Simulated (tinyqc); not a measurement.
UHF in the sto-3g basis, for H2O+, spin multiplicity 2, step by step. One step of it, computed by the program tinyqc.

Task: Iteration 2: DIIS coefficients. Solve [B -1; -1 0][c; lambda] = [0; -1] for the coefficients, which sum to one.

B (overlaps of the stored error matrices):
```
,1,2
1,4.6704207e+02,9.2023911e+01
2,9.2023911e+01,1.8648761e+01
```

Give: DIIS coefficients.

Result:

DIIS coefficients: -0.2433  1.2433
